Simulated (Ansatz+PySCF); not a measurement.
Two shapes of singlet C2H(-).

Shape 1:

```xyz
3

H     0.0000    0.0000   -1.5748
C     0.0000    0.0000   -0.4939
C     0.0000    0.0000    0.7564
```

Shape 2:

```xyz
3

H     0.0045    0.0233   -1.6188
C    -0.0146    0.0460   -0.5069
C    -0.0062    0.0449    0.7776
```

Basis set: def2-SVP (spherical functions). Left uncorrelated: 2 orbitals. Charge -1, multiplicity 1.

Computed with Ansatz (development build ahead of 0.2.0); each method stands on the lowest determinant of its kind that the runs found.

Which shape is lower in energy, and by how much in each method?

```json
{"method": "UHF", "E(2) − E(1) (eV)": "0.151"}
{"method": "RHF-CCSD", "E(2) − E(1) (eV)": "0.047"}
{"method": "UHF-CCSD(T)", "E(2) − E(1) (eV)": "0.024"}
{"method": "PBE0 (restricted)", "E(2) − E(1) (eV)": "0.065"}
{"method": "PBE0 (unrestricted)", "E(2) − E(1) (eV)": "0.065"}
```

Shape 1 is lower. Caution: no diffuse functions for an anion.
